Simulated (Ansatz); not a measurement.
Two isomers of C4H8O2: A = `CC1OCCO1`, B = `CCCC(=O)O`.

Isolated molecules relaxed with PBE0-D4/def2-TZVP in Ansatz; ΔE leaves out vibrations. CCSD(T)/CBS adds triple-zeta CCSD(T) − MP2 to the extrapolated MP2 energy (def2 sets, frozen cores). Functionals use def2-TZVPP. B3LYP here is the variant with VWN-RPA as its local correlation; programs differ in this. One conformer a species, not always the lowest.

A:

```xyz
14

C    -1.8437    0.8863    0.1805
C    -0.7227   -0.0409   -0.1808
O     0.2877    0.6418   -0.8713
C     1.4266   -0.1738   -0.7151
C     1.2675   -0.7269    0.7029
O    -0.1122   -0.5648    0.9799
H    -2.3053    1.2845   -0.7241
H    -1.4576    1.7094    0.7830
H    -2.5991    0.3465    0.7528
H    -1.0819   -0.8811   -0.8035
H     1.4264   -0.9817   -1.4593
H     2.3181    0.4378   -0.8528
H     1.8427   -0.1560    1.4373
H     1.5535   -1.7812    0.7705
```

B:

```xyz
14

C    -0.6942   -0.6364    1.3638
C    -1.0677   -0.1139   -0.0125
C     0.0498   -0.2878   -1.0380
C     1.3096    0.4428   -0.6740
O     2.3993   -0.0481   -0.5572
O     1.0936    1.7594   -0.4870
H     0.1664   -0.1012    1.7743
H    -0.4334   -1.6974    1.3269
H    -1.5213   -0.5185    2.0668
H    -1.9520   -0.6410   -0.3823
H    -1.3371    0.9438    0.0485
H    -0.2795    0.0905   -2.0112
H     0.3156   -1.3390   -1.1566
H     1.9508    2.1469   -0.2615
```

(1) Which is lower in electronic energy at CCSD(T)/CBS, and by how much? (Estimate.)

(2) Give E(B) − E(A) in kcal/mol with CCSD/def2-TZVPP, B3LYP-D4, ωB97M-V, B2PLYP, CCSD(T)/def2-TZVPP, PBE0-D4, r2SCAN-D4. (Best estimate.)

Largest T1 diagnostic: 0.013.

## Answers

(1) Ansatz gave: B, by 28.8 kcal/mol.

(2) The calculation gave: CCSD/def2-TZVPP -28.3, B3LYP-D4 -30.6, ωB97M-V -28.9, B2PLYP -30.8, CCSD(T)/def2-TZVPP -28.8, PBE0-D4 -28.1, r2SCAN-D4 -30.2. None reverses the order clearly.

From PBE to PBE0 (25 % exact exchange), in def2-TZVPP and without D4, E(B) − E(A) moves by +2.3 kcal/mol.
